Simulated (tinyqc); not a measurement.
Worked calculation: extended Hueckel theory, for CH2-. The parameters take no account of the charge, which enters only through the electron count, and nothing here shows that the anion is bound. One step of it, computed by the program tinyqc.

Problem. Mulliken analysis. P = C n C^T; charge = valence electrons (C 4, H 1) minus the sum of (P S)_ii on the atom; overlap population = 2 sum P_ij S_ij between two atoms.

coefficients:
```
              MO1        MO2        MO3       MO4        MO5        MO6
1C 2s    0.735527   0.000000  -0.287320  0.000000   0.000000   1.066778
1C 2px   0.000000   0.000000   0.000000  1.000000   0.000000   0.000000
1C 2py   0.000000   0.519607   0.000000  0.000000   1.157144   0.000000
1C 2pz  -0.015795   0.000000   0.903420  0.000000   0.000000   0.614141
2H 1s    0.243031   0.443014   0.154789  0.000000  -0.838456  -0.895176
3H 1s    0.243031  -0.443014   0.154789  0.000000   0.838456  -0.895176
```

occupations: 2.000000  2.000000  2.000000  1.000000  0.000000  0.000000

overlap S:
```
           1C 2s    1C 2px     1C 2py    1C 2pz     2H 1s      3H 1s
1C 2s   1.000000  0.000000   0.000000  0.000000  0.463990   0.463990
1C 2px  0.000000  1.000000   0.000000  0.000000  0.000000   0.000000
1C 2py  0.000000  0.000000   1.000000  0.000000  0.411456  -0.411456
1C 2pz  0.000000  0.000000   0.000000  1.000000  0.233933   0.233933
2H 1s   0.463990  0.000000   0.411456  0.233933  1.000000   0.105401
3H 1s   0.463990  0.000000  -0.411456  0.233933  0.105401   1.000000
```

Give: charges; Overlap populations.

Solution.

charges: 1C -1.1753, 2H 0.0876, 3H 0.0876

Overlap populations:
```
pair      value
2-1    0.755340
3-1    0.755340
3-2   -0.047742
```
